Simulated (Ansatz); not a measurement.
BH₃N (`B[NH]`) radical, relaxed with UKS PBE0-D4/def2-TZVP in the Gaussian-basis code of Ansatz from a PBE-D4/def2-SVP geometry. The force threshold is 0.005 eV/Å; the program also tests the step.

The species carries charge 0 and has multiplicity 2.

Start:

```xyz
5

B    -0.283   -0.075   -0.375
N     0.525    0.180    0.648
H    -0.964   -1.106   -0.405
H    -0.385    0.695   -1.333
H     1.107    0.305    1.465
```

Question: How much energy does the relaxation release, and in how many steps? (Best estimate.)

Answer: Computed: 2.40 kJ/mol, in 7 steps.

Question: Which bonds change most? (An estimate is asked.)

Answer: Ansatz gave: B1–H4 from 1.233 to 1.204 Å; B1–H3 from 1.236 to 1.210 Å; N2–H5 from 1.011 to 0.999 Å; B1–N2 from 1.329 to 1.329 Å.

Question: Give the relaxed structure. (Estimate.)

Answer: Computed: 
```xyz
5

B    -0.281   -0.055   -0.393
N     0.537    0.241    0.612
H    -0.914   -1.086   -0.345
H    -0.399    0.679   -1.339
H     1.056    0.221    1.465
```
